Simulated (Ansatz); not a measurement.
Gas-phase electronic energies from Ansatz, PBE0-D4/def2-TZVP geometries. CBS: MP2 limit from def2 TZ/QZ plus the TZ coupled-cluster correction, frozen cores. This one scheme is used for every species. Functionals use def2-TZVPP.

`[AlH2][NH][SiH3]` → `[NH2][AlH2]` + `[SiH2]`  (silylene loss)

```tsv
level	ΔE (kcal/mol)
r2SCAN-D4	73.0
r2SCANh	72.8
MP2/def2-SVP	70.3
MP2/def2-TZVPP	72.6
```

Task: What does CCSD(T)/CBS give? (Best estimate.)

Result: Computed: +68.9 kcal/mol. The listed levels differ from it by 4.1, 3.9, 1.4, 3.7 kcal/mol.

Largest T1 diagnostic among the species: 0.014.

In def2-TZVPP, CCSD(T) changes the Hartree–Fock value by +1.1 kcal/mol (the triples alone add +0.9 kcal/mol) and MP2 by +6.2 kcal/mol. Leaving LDA and LC-ωPBE aside and taking each functional with its dispersion term where it has one, the values, not all of them listed here, spread over 9.2 kcal/mol, from BLYP-D4 to r2SCAN0-D4. LDA lies +8.1 kcal/mol from PBE without D4. From BLYP to BHLYP (50 % exact exchange), in def2-TZVPP and without D4, ΔE moves by +7.5 kcal/mol.
